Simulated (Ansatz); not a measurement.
Reaction (SMILES): [NH2] (NH2) → 2 H atom + N atom
B3LYP-D3(BJ)/def2-TZVP geometries, fixed; electronic energies without zero-point terms.

Basis-set convergence of the atomisation energy at MP2 with Ansatz (an electronic-structure program). Cartesian d functions, on some or all atoms, in 6-31G*, 6-31G**; all else is spherical. Cores are frozen. Open shells are unrestricted. No added dispersion term, no relativity. Functions are those of the species that has most. Reference: Hartree-Fock in aug-cc-pVQZ plus the correlation part extrapolated as X^-3 from aug-cc-pVTZ and aug-cc-pVQZ, 179.77 kcal/mol, itself unsure by roughly 0.77 kcal/mol (a third of the extrapolation step and of the last Hartree-Fock step). Deviations are taken from unrounded values.

| basis | functions |
|---|---|
| STO-3G | 7 |
| 3-21G | 13 |
| 6-31G | 13 |
| pcseg-0 | 13 |
| def2-SV(P) | 18 |
| 6-31G* | 19 |
| def2-SVP | 24 |
| pcseg-1 | 24 |
| 6-31G** | 25 |
| 6-311G** | 30 |
| def2-TZVP | 43 |
| pcseg-2 | 58 |
| def2-TZVPP | 59 |
| def2-QZVPP | 117 |
| pcseg-3 | 126 |
| pcseg-4 | 223 |

### Question
Which is the smallest set listed that can be trusted to 4 kcal/mol here, that is, within that of the reference together with its larger relatives (same family, alike in diffuse functions; a set with none to test it counts only in the reference's own line)?

### Answer
The smallest set listed that lies within 4 kcal/mol of the reference with all its larger relatives (same family, alike in diffuse functions; a set with none counts only in the reference's own line) is pcseg-3 (126 functions, -2.32 kcal/mol off). Inside, with no larger relative to test it: def2-QZVPP. Value minus reference: STO-3G -44.22, 3-21G -51.58, 6-31G -47.77, pcseg-0 -51.04, def2-SV(P) -35.73, 6-31G* -30.81, def2-SVP -18.96, pcseg-1 -19.06, 6-31G** -18.85, 6-311G** -17.93, def2-TZVP -11.95, pcseg-2 -6.53, def2-TZVPP -6.91, def2-QZVPP -2.79, pcseg-3 -2.32, pcseg-4 -0.81 kcal/mol.
